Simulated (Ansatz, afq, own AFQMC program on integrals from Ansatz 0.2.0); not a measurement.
**SiO, singlet: AFQMC among the cluster methods**

```yaml
atoms:
  - { symbol: Si, position_ang: [0.0067, 0.0136, 0.0054] }
  - { symbol: O, position_ang: [-0.6980, -1.2309, -0.5191] }
```

Basis def2-TZVP. Only valence electrons are correlated. AFQMC by an in-house program on the Cholesky factors that Ansatz 0.2.0 writes for its CCSD(T) run. ph-AFQMC/CISD is guided by a CISD state made of CCSD amplitudes; releasing the constraint for a short imaginary time cuts its bias at the price of noise, slowly where states lie close. ± is one standard error of the sampling.

Determinant: RHF, the one that the program's search chose, which needn't be the lowest solution. The geometry is a PBE0/def2-SVP stationary point of this or a neighbouring charge and spin state.

No full CI on the walks' own integrals is used here. The released AFQMC energy serves as the reference, which it does only where one determinant dominates, the energy is flat over the last release times and near the phaseless one (40 meV or 2 meV an electron, half that with transition metals). On small molecules, where full CI could be run and the noise was under 10 meV, such values lay within 10 meV of it in 19 cases of 20, a flattering rate, since the rule was set on those same cases; what remains of the bias isn't in the error bar.

Cautions: higher spins were not checked; raised T1 diagnostic (T1 0.027, weight of the determinant 0.87, largest double 0.07); the released value is read at 2.40 1/Eh (meV from the phaseless value at times in 1/Eh: 3 ± 6 at 0.24, 2 ± 5 at 0.51, -5 ± 4 at 0.99, -4 ± 5 at 1.62, -17 ± 9 at 2.40).

```
T1 diagnostic                               : 0.0270
weight of the determinant in the CISD state : 0.868
size of the correlated space                : 10 electrons in 62 orbitals
```

| level | correlation energy (eV) |
| --- | --- |
| MP2 | -9.1216 |
| CCSD | -9.1709 |
| CCSD(T) | -9.6521 |

Estimate where AFQMC with the constraint released lies against CCSD(T) on the same integrals.

60.6 ± 9.1 meV below CCSD(T).

Reference: AFQMC with the constraint released, correlation energy -9.713 ± 0.009 eV.

| level | E − E(reference) (meV) | share of correlation (%) |
| --- | --- | --- |
| CCSD(T) | 60.6 ± 9.1 | 99.38 |
| CCSDT | 52.7 ± 9.1 | 99.46 |
| CCSDT(Q) | 5.2 ± 9.1 | 99.95 |
| ph-AFQMC/CISD | 16.6 ± 10.4 | 99.83 |

CCSDT and higher add their correlation energy to the determinant of the CCSD(T) run, since their own runs factorise the integrals more tightly (a shift of under 2 meV). A walk keeps the symmetry of its determinant, which the program's search chose and which needn't be the lowest solution, so a lower state of the same spin and another symmetry isn't excluded. Released energies are given only where the last usable release times agree within the noise; a slower fall can still hide under it.
